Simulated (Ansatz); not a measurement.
**Active spaces for C2H6, singlet**

Computed with Ansatz's Gaussian-basis code (development build); NEVPT3, NEVPT4(SD), MRCISD by development code. Basis cc-pVTZ, nonrelativistic, 2 orbitals frozen in the corrections. State-specific CASSCF; RHF is the lowest restricted (open-shell) Hartree–Fock solution met. Letters tell apart solutions met in one space. No symmetry is imposed, so a solution can break that of the shape. The lowest solution met needn't be the lowest there is, nor hold the orbitals that a chemist would pick.

Geometry:

```xyz
8

C     0.0000    0.0000    0.7622
C     0.0000    0.0000   -0.7622
H     0.0000    1.0190    1.1572
H    -0.8824   -0.5095    1.1572
H     0.8824   -0.5095    1.1572
H     0.0000   -1.0190   -1.1572
H    -0.8824    0.5095   -1.1572
H     0.8824    0.5095   -1.1572
```

CASSCF less RHF, in eV, and natural occupations:

| CAS | CASSCF | occupations |
| --- | --- | --- |
| (2,2) a | -0.434 | 1.98, 0.02 |
| (2,2) b | -0.413 | 1.98, 0.02 |

Task: What totals less RHF do the corrections give on each solution?

Result: 

```tsv
CAS	SC-NEVPT2	FIC-NEVPT2	NEVPT3	NEVPT4(SD)	MRCISD
(2,2) a	-10.000	-10.001	-10.800	-11.117	-10.038
(2,2) b	-9.946	-9.948	-10.779	-11.116	-10.035
```

Task: In CAS(2,2), is the solution lowest in CASSCF also lowest after SC-NEVPT2?

Result: Yes: (2,2) a stays lowest, 0.05 eV under the next.

Task: How do single-reference totals in the same basis and frozen core stand against SC-NEVPT2 in CAS(2,2) a?

Result: CCSD(T) -1.284 eV. Coupled cluster stands on the determinant that it favours, which can lie over the RHF solution above, and is in doubt where the occupations are far from 0, 1 and 2.

Task: Roughly how much CPU time does a whole run from the default start take (median of such runs, summed over threads; nearly all runs on one pinned thread of a shared server, mostly Xeon at 2.3 to 2.6 GHz, by a development driver)?

Result: CAS(2,2) a: about 8.4 s. Other jobs ran beside these, and the count of passes differs.
